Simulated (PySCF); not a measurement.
**CS: bond curves at several levels of theory**

The task here is to estimate one member of a computed series from the others.

Method: C cc-pVDZ, S cc-pV(D+d)Z, no relativity; program: PySCF 2.14.0.

The first run:

A driver script around PySCF takes these settings:

* atoms: C, S
* charge: 0
* basis: C cc-pVDZ, S cc-pV(D+d)Z
* Hamiltonian: no relativity
* basis functions: 37
* electrons treated: 22
* masses in u: 12.0000, 31.9721
* levels: PBE0, PBE, r²SCAN, B2PLYP, BP86, MN15, ωB97X, HF, MP2, SCS-MP2, CCSD, CCSD(T)
* grid: 80 radial by 434 angular points
* occupations: held fixed by the projection of orbital angular momentum
* dissociation limit: C + S, each in its ground configuration
* starting distance in angstrom: 1.695
* values of 2S to try: 0, 2, 4

The run is started by

```console
OMP_NUM_THREADS=1 python dia.py task.json out
```

Steps of the session up to this table: Input; The PBE0 curve of the state that the search chose; Excited determinants; PBE (GGA); r²SCAN; B2PLYP; BP86 (GGA); MN15; ωB97X (range-separated hybrid); RHF; Adding correlation.

One of the session's tables, all rows but one given; the rest of the session is left out.

| level | ωe (%) |
| --- | --- |
| RHF | +12.0 |
| RHF-MP2 | +1.4 |
| RHF-SCS-MP2 | +2.0 |
| RHF-CCSD | +3.3 |
| RHF-CCSD(T) | -1.1 |
| PBE | -1.8 |
| BP86 | ? |
| r²SCAN | +1.5 |
| PBE0 | +4.0 |
| MN15 | +5.9 |
| ωB97X | +7.2 |
| B2PLYP | -0.2 |

**Question.** Estimate the row for BP86.

The run gave: ωe (%): -2.5. In the column «ωe (%)» it is the lowest.

Hartree–Fock makes the bond too short and too stiff against this reference, as it mostly does. PBE gives a bond that is too long and too soft, as GGAs tend to.
